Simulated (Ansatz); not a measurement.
Reaction (SMILES): FS(=O)F + 3 [H][H] (H2) → 2 F (HF) + O (H2O) + S (H2S)
B3LYP-D3(BJ)/def2-TZVP geometries, fixed; electronic energies without zero-point terms.

Basis-set convergence of the energy of full hydrogenation at r2SCAN with Ansatz (a first-principles code). Cartesian d functions, on some or all atoms, in 6-31+G*, 6-311+G**; all else is spherical. The program fits the integrals of some runs and decomposes those of others, by size. No added dispersion term, no relativity. Functions are those of the species that has most. Reference: the value in pcseg-4, -49.39 kcal/mol, itself unsure by roughly 0.56 kcal/mol (its mean distance from aug-pcseg-3, aug-cc-pV(Q+d)Z, cc-pV(5+d)Z). Deviations are taken from unrounded values. Cost is core time over that of aug-pcseg-1, rough, on shared machines of one kind.

| basis | functions | energy of full hydrogenation (kcal/mol) | minus reference (kcal/mol) | cost |
|---|---|---|---|---|
| 6-31+G* | 80 | -53.33 | -3.94 | 0.8× |
| aug-pcseg-1 | 96 | -77.37 | -27.98 | 1× |
| def2-SVPD | 96 | -83.71 | -34.32 | 1× |
| 6-311+G** | 97 | -82.16 | -32.77 | 1× |
| 6-311++G(2d,2p) | 116 | -68.34 | -18.95 | 1× |
| 6-311++G(3df,3pd) | 164 | -56.25 | -6.86 | 2× |
| def2-TZVPD | 166 | -49.37 | 0.02 | 2× |
| def2-TZVPPD | 171 | -52.79 | -3.40 | 2× |
| aug-pcseg-2 | 188 | -54.06 | -4.67 | 2× |
| def2-QZVPPD | 277 | -50.59 | -1.20 | 3× |
| aug-pcseg-3 | 344 | -49.75 | -0.36 | 4× |

Of the sets listed that have larger relatives (same family, alike in diffuse functions), none stays within 2 kcal/mol of the reference together with them. Inside the window by cancellation, since a larger relative falls out: def2-TZVPD. Inside, with no larger relative to test it: def2-QZVPPD, aug-pcseg-3.
